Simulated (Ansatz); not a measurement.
# Beryllium, hcp: convergence with cold smearing

Computed with Ansatz, r²SCAN, scalar-relativistic PAW, on the relaxed cell (a = 2.265 Å, c = 3.561 Å (c/a = 1.573); spin not included). Errors count from a run at 500 eV on a Γ-centred 26×26×15 mesh with Fermi-Dirac smearing of 0.1 eV, extrapolated to zero width. Fixed here: cutoff 500 eV, mesh 16×16×9. The SCF starts from atomic densities corrected by a trained network.

| width (eV) | E(σ→0) error (meV/atom) | F error (meV/atom) | P (GPa) | SCF iterations |
| --- | --- | --- | --- | --- |
| 0.01 | -1.1 | -1.1 | 0.01 | 6 |
| 0.03 | -1.1 | -1.1 | 0.01 | 6 |
| 0.1 | -1.1 | -1.2 | 0.00 | 6 |
| 0.2 | -1.3 | -1.3 | 0.00 | 6 |
| 0.3 | -1.7 | -1.0 | -0.01 | 6 |
| 0.6 | -0.2 | 2.0 | -0.05 | 6 |
| 1.0 | 1.1 | 7.9 | -0.16 | 6 |
